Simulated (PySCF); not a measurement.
# C3H5F3 (1,1,1-trifluoropropane): the cost of one run

The runs use PySCF 2.14.0, with density-fitted response routines of our own; the level of theory stands in each step. All values are computed, except where a source is named. Atoms are numbered from 0 throughout.

### 1 Starting geometry

11 atoms, charge 0, multiplicity 1; geometry from: GFN2-xTB. The atoms were then displaced at random by about 0.01 Å, so the start is not that level's minimum.

Bonds of the start (Å): C0–C1 1.56, C1–C2 1.53, C2–F3 1.33, C2–F4 1.33, C2–F5 1.34, C0–H6 1.09, C0–H7 1.08, C0–H8 1.08, C1–H9 1.08, C1–H10 1.10.

### 2 Geometry optimisation at PBE0-D3(BJ)/def2-SVP

Job settings and geometry (Å):

```
{"job": {"xc": "PBE0", "basis": "def2-SVP", "d3": "d3bj", "grid": 1, "shake": 0.01, "kind": "geom"}, "charge": 0, "multiplicity": 1}
C      1.302460    -0.267320    -0.113750
C      0.040070     0.641870    -0.033220
C     -1.229320    -0.190490     0.113490
F     -1.366610    -1.024880    -0.910850
F     -2.316130     0.567430     0.188860
F     -1.197640    -0.938990     1.228180
H      2.180320     0.371600    -0.223480
H      1.227520    -0.900510    -0.981230
H      1.378470    -0.839300     0.801060
H     -0.073210     1.244650    -0.924760
H      0.092180     1.310110     0.840030
```

Command:

```console
> OMP_NUM_THREADS=1 python probes_run.py task.json out
```

The driver reads the jobs from task.json and runs them one after another.

Q: Estimate the wall time and peak memory of this first job on 1 thread of AMD EPYC 7R43, shared host.

About 35 s, with a peak of 0.46 GiB.
